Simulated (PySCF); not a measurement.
CH3NO.

```xyz
6

N      0.1575    -1.0812     0.0000
C     -0.3856     0.1617     0.0000
O      0.2453     1.1934     0.0000
H      1.1596    -1.1828     0.0000
H     -0.4200    -1.9030     0.0000
H     -1.4910     0.1369     0.0000
```
Charge 0, spin multiplicity 1.

Geometry optimised at B3LYP-D3(BJ)/def2-TZVP. The values are those of a single conformer.

Calculation: KT2/pcSseg-2 run with PySCF. Non-relativistic, no solvent.

Computed absolute GIAO shielding of each atom: isotropic value and principal components (ppm):
| atom | σ(iso) | σ11 | σ22 | σ33 | span |
|---|---|---|---|---|---|
| N1 | 147.0 | 50.4 | 155.6 | 235.0 | 184.6 |
| C2 | 29.4 | -65.0 | 60.9 | 92.4 | 157.3 |
| O3 | -71.4 | -326.3 | -179.5 | 291.6 | 617.9 |
| H4 | 26.8 | 22.5 | 24.5 | 33.3 | 10.8 |
| H5 | 26.8 | 23.8 | 24.2 | 32.3 | 8.5 |
| H6 | 23.1 | 19.8 | 23.3 | 26.0 | 6.2 |
